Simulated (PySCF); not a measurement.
Geometry:
```
atom   x (Å)   y (Å)   z (Å)
 Cl1  -1.656  -0.953  -1.011
  C2  -0.734  -0.098   0.237
  C3   0.673   0.198  -0.225
 Cl4   1.611  -1.275  -0.477
 Cl5   1.439   1.233   0.998
  H6  -0.716  -0.712   1.136
  H7  -1.246   0.841   0.440
  H8   0.682   0.750  -1.162
```

Calculated, not measured (PySCF 2.14.0 with density-fitted response routines): PBE0-D3(BJ)/def2-TZVP geometry, NMR shieldings at PBE0/pcSseg-2/GIAO. One conformer, no solvent model, averaged over atoms made equivalent by symmetry, fast rotation or ring inversion, non-relativistic.

δ = σ(ref) − σ, references computed at the same level: 13C, 1H against TMS; 35Cl against HCl.

| atoms | nucleus | count | δ (ppm) |
| --- | --- | --- | --- |
| C2 | 13C | 1 | ? |
| C3 | 13C | 1 | 85.8 |
| H8 | 1H | 1 | 5.74 |
| Cl1 | 35Cl | 1 | ? |
| Cl4/Cl5 | 35Cl | 2 | 261 |
| H6/H7 | 1H | 2 | 3.77 |

Estimate the values marked ?.

## Answers


- C2: 57.3 ppm, sp3 CH2 bonded to Cl; deshielded by the electronegative neighbour
- Cl1: 118 ppm, chlorine bonded to C

Carbons that carry Cl, above all several Cl atoms, come out too deshielded, partly because spin–orbit coupling is missing. Shifts are as computed. Against solution values, carbons near 30 ppm lie about +3 ppm off and those near 130 ppm about +9 ppm; carbons on Cl a further +4 ppm. Of 1211 compounds with measured shifts, 218 miss one by over three times the rms of a fit or turn the order of signals round; such compounds aren't used in these exercises.
